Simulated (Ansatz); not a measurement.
**LO phonon frequency at L of cubic BN at several levels of theory**

No measured value is used here.

```tsv
level (code)	value (cm⁻¹)	cell (Å³/atom)
LDA (Ansatz)	1148	5.74
PBE (Ansatz)	1123	5.95
PBE-D3(BJ) (Ansatz)	1134	5.86
r²SCAN (Ansatz)	?	5.88
```

Task: Some entries are withheld; supply them.

Result: 
- r²SCAN (Ansatz, a program for electronic structure), value (cm⁻¹): 1158

PBE-D3(BJ): the dispersion coefficients are held fixed in the derivatives. Each level is taken at its own relaxed cell. Cutoffs and k meshes differ between the levels. Ansatz's density-functional and Hartree–Fock values are scalar-relativistic unless marked +SOC, with PAW data made under PBE.
